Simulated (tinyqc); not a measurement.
Hueckel theory of the pi electrons with the omega technique, for the molecule C=C(N)F (SMILES; centres numbered as the heavy atoms are written), step by step. Computed by tinyqc, a small Python program that keeps every step. Settings: charge = 0, omega = 1.4, damping = 0.3. Command: `OMP_NUM_THREADS=1 python tinyqc.py 28997 28998 out.jsonl` (the two numbers bound the seeds that draw the settings). One thread of a shared host (Intel(R) Xeon(R) Processor @ 2.60GHz), about 0.01 s of CPU time with the checks.

## The Hueckel matrix

Centres:
```
centre  z_r, pi electrons of the neutral centre       h
1C                                            1  0.0000
2C                                            1  0.0000
3N                                            2  1.5000
4F                                            2  3.0000
```

Bonds:
```
i  j       k
1  2       1
2  3  0.8000
2  4  0.7000
```

H_rr = alpha + h_r beta, H_rs = k_rs beta for bonded centres.

Hueckel matrix in units of beta (H = alpha + beta A), order 1C, 2C, 3N, 4F:
```
[[0.0000, 1.0000, 0.0000, 0.0000],
 [1.0000, 0.0000, 0.8000, 0.7000],
 [0.0000, 0.8000, 1.5000, 0.0000],
 [0.0000, 0.7000, 0.0000, 3.0000]]
```

## Orbitals, round 1

pi electrons, sum of z_r less the charge = 6

Diagonalise; E = alpha + x beta with beta < 0, so the largest x are filled first; degenerate levels share their electrons. P = sum n_i c_ri c_si; each orbital has its largest coefficient positive (the first on a tie).

x values: [3.1956, 1.8639, 0.6334, -1.1929]

occupations: [2.0000, 2.0000, 2.0000, 0.0000]

coefficients, order 1C, 2C, 3N, 4F:
```
[[0.0833, 0.2104, 0.7499, -0.6216],
 [0.2660, 0.3922, 0.4750, 0.7415],
 [0.1255, 0.8623, -0.4385, -0.2203],
 [0.9521, -0.2417, -0.1405, -0.1238]]
```

charge and bond-order matrix P, order 1C, 2C, 3N, 4F:
```
[[1.2272, 0.9218, -0.2738, -0.1539],
 [0.9218, 0.9004, 0.3267, 0.1836],
 [-0.2738, 0.3267, 1.9030, -0.0545],
 [-0.1539, 0.1836, -0.0545, 1.9694]]
```

## Omega technique, round 1

h_r = h_r(0) + omega q_r, omega = 1.4, with q_r = z_r - P_rr; 0.3 of the old diagonal is kept.

matrix after round 1, order 1C, 2C, 3N, 4F:
```
[[-0.2227, 1.0000, 0.0000, 0.0000],
 [1.0000, 0.0976, 0.8000, 0.7000],
 [0.0000, 0.8000, 1.5951, 0.0000],
 [0.0000, 0.7000, 0.0000, 3.0300]]
```

## Orbitals, round 2

As before.

x values: [3.2299, 1.9437, 0.5596, -1.2332]

occupations: [2.0000, 2.0000, 2.0000, 0.0000]

coefficients, order 1C, 2C, 3N, 4F:
```
[[0.0786, 0.1758, 0.7025, -0.6851],
 [0.2713, 0.3809, 0.5495, 0.6923],
 [0.1328, 0.8740, -0.4245, -0.1958],
 [0.9500, -0.2454, -0.1557, -0.1137]]
```

charge and bond-order matrix P, order 1C, 2C, 3N, 4F:
```
[[1.0612, 0.9487, -0.2683, -0.1558],
 [0.9487, 1.0413, 0.2712, 0.1574],
 [-0.2683, 0.2712, 1.9233, -0.0445],
 [-0.1558, 0.1574, -0.0445, 1.9742]]
```

## Omega technique, round 2

As before.

matrix after round 2, order 1C, 2C, 3N, 4F:
```
[[-0.1268, 1.0000, 0.0000, 0.0000],
 [1.0000, -0.0112, 0.8000, 0.7000],
 [0.0000, 0.8000, 1.6037, 0.0000],
 [0.0000, 0.7000, 0.0000, 3.0343]]
```

## Convergence

Each round sets h_r = h_r(0) + omega (z_r - P_rr), keeping the share named as damping of the old diagonal; repeat until output and input diagonals agree to 1e-6.

Rounds:
```
round  sum n x  largest |h(out) - h(in)|
1      11.3857                  3.18e-01
2      11.4665                  1.55e-01
3      11.4897                  9.78e-02
4      11.4908                  5.72e-02
5      11.4935                  3.62e-02
6      11.4925                  2.22e-02
7      11.4932                  1.38e-02
8      11.4928                  8.52e-03
9      11.4931                  5.28e-03
10     11.4929                  3.26e-03
11     11.4930                  2.02e-03
12     11.4929                  1.25e-03
13     11.4930                  7.74e-04
14     11.4929                  4.79e-04
15     11.4930                  2.96e-04
16     11.4930                  1.83e-04
17     11.4930                  1.14e-04
18     11.4930                  7.03e-05
19     11.4930                  4.35e-05
20     11.4930                  2.69e-05
21     11.4930                  1.67e-05
22     11.4930                  1.03e-05
23     11.4930                  6.38e-06
24     11.4930                  3.95e-06
25     11.4930                  2.45e-06
26     11.4930                  1.51e-06
27     11.4930                  9.37e-07
```

Converged in 27 rounds.

## Energy, charges, bond orders

final x values: [3.2322, 1.9476, 0.5666, -1.2465]

occupations: [2.0000, 2.0000, 2.0000, 0.0000]

final P, order 1C, 2C, 3N, 4F:
```
[[1.1221, 0.9442, -0.2643, -0.1543],
 [0.9442, 0.9846, 0.2843, 0.1659],
 [-0.2643, 0.2843, 1.9204, -0.0464],
 [-0.1543, 0.1659, -0.0464, 1.9729]]
```

E = sum n x; q_r = z_r - P_rr; bond order p = P_rs; free valence = sqrt(3) - sum of p over the bonds of the atom.

pi energy = 6 alpha + this times beta = 11.4930

pi charges: [-0.1221, 0.0154, 0.0796, 0.0271]

Bond orders and lengths from R = 1.517 - 0.180 p (angstrom, C-C alone):
```
bond       p       R
1-2   0.9442  1.3471
2-3   0.2843       -
2-4   0.1659       -
```

free valence of the carbons: [0.7879, 0.3377]

gap between the highest filled and the next level = 1.8131 |beta|
